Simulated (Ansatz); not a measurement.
Process, species as SMILES: F (HF) → F atom + H atom
B3LYP-D3(BJ)/def2-TZVP geometries, fixed; electronic energies without zero-point terms.

Energies in hartree at MP2 with Ansatz (a quantum-chemistry and plane-wave program); the bond dissociation energy is their sum with the coefficients shown, times 627.509 kcal/mol a hartree. All functions are spherical. Cores are frozen. Open shells are unrestricted. No added dispersion term, no relativity.

```json
[
 {"species": "F (HF)", "coefficient": "-1", "part": "Hartree-Fock", "aug-cc-pVDZ": "-100.03310", "aug-cc-pVTZ": "-100.06068", "aug-cc-pVQZ": "-100.06814"},
 {"species": "F (HF)", "coefficient": "-1", "part": "correlation", "aug-cc-pVDZ": "-0.22271", "aug-cc-pVTZ": "-0.28020", "aug-cc-pVQZ": "-0.30159"},
 {"species": "F atom", "coefficient": "+1", "part": "Hartree-Fock", "aug-cc-pVDZ": "-99.38109", "aug-cc-pVTZ": "-99.40688", "aug-cc-pVQZ": "-99.41409"},
 {"species": "F atom", "coefficient": "+1", "part": "correlation", "aug-cc-pVDZ": "-0.15461", "aug-cc-pVTZ": "-0.20523", "aug-cc-pVQZ": "-0.22389"},
 {"species": "H atom", "coefficient": "+1", "part": "Hartree-Fock", "aug-cc-pVDZ": "-0.49933", "aug-cc-pVTZ": "-0.49982", "aug-cc-pVQZ": "-0.49995"}
]
```

Question: Predict the bond dissociation energy in aug-cc-pV5Z (X = 5): let each Hartree-Fock step shrink by the ratio of the last two, and fit each correlation energy at X = 3 and 4 to E + A/X^3. Compare with the run.

Answer: 
- F (HF): steps -0.02758 and -0.00746, ratio 0.270, so Hartree-Fock -100.07015 (run: -100.07015); A = (-0.28020 - (-0.30159))/(1/27 - 1/64) = 0.9990, correlation -0.30159 - A/64 + A/125 = -0.30921 (run: -0.31037).
- F atom: steps -0.02579 and -0.00721, ratio 0.280, so Hartree-Fock -99.41611 (run: -99.41609); A = (-0.20523 - (-0.22389))/(1/27 - 1/64) = 0.8715, correlation -0.22389 - A/64 + A/125 = -0.23054 (run: -0.23196).
- H atom: steps -0.00049 and -0.00013, ratio 0.265, so Hartree-Fock -0.49998 (run: -0.49999).
Predicted 146.04 kcal/mol; the run in aug-cc-pV5Z gives 145.88, a miss of 0.16. Keeping the value in aug-cc-pVQZ, 145.46, would miss by -0.43. All sums are of the energies as printed.
